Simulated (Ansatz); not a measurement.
**C₃H₂OS: a ladder of functionals and wavefunction methods**

An exercise on one series of results from a longer session: the logs are not shown, and one member is left open.

Method: functionals in def2-TZVPP, the program's frozen cores in correlated methods; program: Ansatz 0.2.0, Gaussian basis.

Plan: LDA (SPW92), PBE-D4, revPBE-D4, BLYP-D4, r2SCAN-D4, B97M-V, PBE0-D4, B3LYP-D4, r2SCANh-D4, r2SCAN0-D4, HSE06-D4, BHLYP-D4, CAM-B3LYP-D4, LC-ωPBE, ωB97X-V, ωB97M-V, B2PLYP, PBE-QIDH; CCSD(T)/def2-SVP; CCSD(T)/def2-TZVPP; MP2/def2-QZVPP; extrapolation to the limit; RPA on PBE.

### The relaxed structure

The geometry comes from an earlier relaxation with PBE0-D4 in a triple-zeta def2 set; it is a stationary point, not always the lowest conformer.

SMILES `C#CC(=O)S`, 7 atoms, charge 0, spin multiplicity 1.

Atoms are counted from 1 here; the program's logs count them from 0.

Bond lengths: C1–C2 1.200 Å, C1–H6 1.065 Å, C2–C3 1.443 Å, C3–O4 1.201 Å, C3–S5 1.774 Å, S5–H7 1.345 Å. Angles: C2–C1–H6 179.3°, C1–C2–C3 179.3°, C2–C3–O4 123.9°, C2–C3–S5 111.5°, O4–C3–S5 124.6°, C3–S5–H7 93.6°.

Geometry (Å):

```
C    -0.18332   -0.53187    1.92595
C     0.09175   -0.27570    0.78600
C     0.40613    0.03833   -0.58728
O     1.47935   -0.15373   -1.09027
S    -0.98960    0.73992   -1.42892
H    -0.41554   -0.76365    2.93965
H    -0.32756    0.87871   -2.59093
```

The first run:

File in.yaml:

```yaml
crystal:
  periodic: [false, false, false]
  atoms:
    - {symbol: C, position_ang: [-0.183318, -0.531875, 1.925945]}
    - {symbol: C, position_ang: [0.091751, -0.275705, 0.785998]}
    - {symbol: C, position_ang: [0.406126, 0.038334, -0.587277]}
    - {symbol: O, position_ang: [1.479349, -0.153727, -1.090269]}
    - {symbol: S, position_ang: [-0.989601, 0.739916, -1.428919]}
    - {symbol: H, position_ang: [-0.415543, -0.763649, 2.939653]}
    - {symbol: H, position_ang: [-0.327565, 0.878706, -2.590931]}
basis:
  gaussian: {orbitals: def2-TZVPP}
hamiltonian: {xc: lda}
output: {orbitals: {seedname: orbitals}}
```

Launch:

```
$ ansatz run in.yaml --threads 2 --pin off --events-out ev --progress --plain --max-ram 4352MiB
```

Among the steps run: LDA; PBE-D4 (GGA); revPBE-D4 (GGA); BLYP-D4 (GGA); r2SCAN-D4 (meta-GGA); B97M-V (meta-GGA); PBE0-D4 (hybrid); B3LYP-D4 (hybrid); r2SCANh-D4 (hybrid); r2SCAN0-D4 (hybrid); HSE06-D4 (hybrid); BHLYP-D4 (hybrid); CAM-B3LYP-D4 (range-separated); LC-ωPBE (range-separated); ωB97X-V (range-separated); ωB97M-V (range-separated); B2PLYP (double hybrid); PBE-QIDH (double hybrid).

One table of the session follows, with a row left open; its other results are not shown here.

It belongs to the step «Orbital energies across the functionals». 

| functional | HOMO (eV) | LUMO (eV) | gap (eV) |
| --- | --- | --- | --- |
| LDA (SPW92) | -6.82 | -3.18 | 3.64 |
| PBE-D4 | -6.65 | -2.94 | 3.71 |
| revPBE-D4 | -6.59 | -2.85 | 3.74 |
| BLYP-D4 | ? | ? | ? |
| r2SCAN-D4 | -6.99 | -2.81 | 4.17 |
| B97M-V | -7.10 | -2.67 | 4.42 |
| PBE0-D4 | -8.14 | -2.03 | 6.11 |
| B3LYP-D4 | -7.89 | -2.23 | 5.67 |
| r2SCANh-D4 | -7.58 | -2.47 | 5.10 |
| r2SCAN0-D4 | -8.33 | -1.96 | 6.37 |
| HSE06-D4 | -7.74 | -2.41 | 5.33 |
| BHLYP-D4 | -9.23 | -0.93 | 8.30 |
| CAM-B3LYP-D4 | -9.46 | -0.89 | 8.58 |
| LC-ωPBE | -10.86 | 0.22 | 11.08 |
| ωB97X-V | -10.48 | 0.19 | 10.67 |
| ωB97M-V | -10.31 | 0.16 | 10.46 |

Estimate the missing values for BLYP-D4.

Worked estimate for «HOMO (eV)». Against the share of exact exchange, B3LYP-D4 (0.2, -7.89), BHLYP-D4 (0.5, -9.23) give a slope of -4.47 per unit share; at 0 the line stands at -7.00.

The run gave: HOMO (eV): -6.53; LUMO (eV): -2.78; gap (eV): 3.74. In «HOMO (eV)» the line misses by -0.47.
